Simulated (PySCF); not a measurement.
Excitations are Tamm–Dancoff values on a coarser integration grid. The basis has no diffuse functions, so Rydberg states are missing or too high.

Cartesian coordinates (Å):
SMILES: [F][Al]([F])[F]
```xyz
4

F     -0.8790    -1.3777     0.0003
Al     0.0000     0.0000     0.0001
F      1.6326    -0.0724    -0.0001
F     -0.7536     1.4501    -0.0003
```
Charge 0, spin multiplicity 1.

Task: Estimate the S1–T1 gap (TDA), dipole moment, S1 excitation (TDA), brightest of the four lowest singlets (TDA) and LUMO that PBE-D3(BJ)/def2-TZVP // B3LYP-D3(BJ)/def2-TZVP run with PySCF returns for this input.

Result: 
```
Quantity                                       Result
-------------------------------------------  --------
S1–T1 gap (TDA)                               0.20 eV
dipole moment                                  0.00 D
S1 excitation (TDA)                           7.28 eV
brightest of the four lowest singlets (TDA)   8.04 eV
LUMO                                         -2.42 eV
```
